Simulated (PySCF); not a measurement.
**From one method to the next for MgCl⁻**

Starting from one script, swap the method and compare what comes out for MgCl⁻.

Method: each script names its method and basis; program: PySCF 2.14.0.

1 further run of the same task is left out (it didn't finish).

### Step 1. Where the work starts

MgCl⁻: 2 atoms, charge -1, spin multiplicity 1.

Bond lengths: Mg1–Cl2 2.593 Å.

### Step 2. The base run

input.py

```python
from pyscf import gto, dft

mol = gto.M(
    atom='Mg 0 0 0; Cl 0 0 2.593',
    basis='6-311g**',
    charge=-1,
    spin=0,
    verbose=4,
)
mf = dft.RKS(mol, xc='m062x')
mf.kernel()
mf.dip_moment()
print('orbital energies (hartree):', mf.mo_energy[..., max(0, mol.nelec[1]-3):mol.nelec[0]+3].round(4))
```

On the command line:

```sh
$ OMP_NUM_THREADS=1 python input.py
```

The log of this run is left out.

Base result: E(SCF) = -660.356403 Eh, 9 cycles.

The bond length is a typed value, not an optimised one. The dipole of an ion depends on the origin.

### Step 3. CISD (RHF)

Run 1 changes step after the SCF: none → cisd; SCF type: RKS → RHF; functional: m062x → none (Hartree–Fock); frozen orbitals: none → 6.

input.py

```python
from pyscf import gto, scf, ci

mol = gto.M(
    atom='Mg 0 0 0; Cl 0 0 2.593',
    basis='6-311g**',
    charge=-1,
    spin=0,
    verbose=4,
)
mf = scf.RHF(mol)
mf.kernel()
ci.CISD(mf, frozen=6).kernel()
mf.dip_moment()
print('orbital energies (hartree):', mf.mo_energy[..., max(0, mol.nelec[1]-3):mol.nelec[0]+3].round(4))
```

On the command line:

```sh
$ OMP_NUM_THREADS=1 python input.py
```

### Step 4. Camb3lyp

Run 2 changes functional: m062x → camb3lyp.

Changes to input.py since step 2:

```diff
@@ -9,3 +9,3 @@
 )
-mf = dft.RKS(mol, xc='m062x')
+mf = dft.RKS(mol, xc='camb3lyp')
 mf.kernel()
```

### Step 5. EOM-EE (RHF)

Run 3 changes step after the SCF: none → eomee; SCF type: RKS → RHF; functional: m062x → none (Hartree–Fock); frozen orbitals: none → 6; number of roots: none → 4.

Changes to input.py since step 2:

```diff
@@ -1,2 +1,2 @@
-from pyscf import gto, dft
+from pyscf import gto, scf, cc
 
@@ -9,4 +9,8 @@
 )
-mf = dft.RKS(mol, xc='m062x')
+mf = scf.RHF(mol)
 mf.kernel()
+mycc = cc.CCSD(mf, frozen=6)
+mycc.kernel()
+e = mycc.eeccsd(nroots=4)[0]
+print('roots (eV) =', (e*27.211386).round(3))
 mf.dip_moment()
```

**Question.** What will these runs give? Wanted: for each run, E(SCF); from base; gap; after the SCF.

**Answer**, as computed:

```
         run  E(SCF) (hartree)  from base (eV)  cycles  gap (eV)                                                after the SCF
        base       -660.356403               0       9      4.66                                                          n/a
  CISD (RHF)       -659.206548  not comparable       9      6.54                      CISD correlation -7.497 eV, core frozen
    camb3lyp       -660.407578  not comparable       9      5.19                                                          n/a
EOM-EE (RHF)       -659.206548  not comparable       9      6.54  CCSD correlation -8.189 eV, core frozen, first root 1.83 eV
```

Total energies of different functionals can't be compared with each other; differences within one functional can.
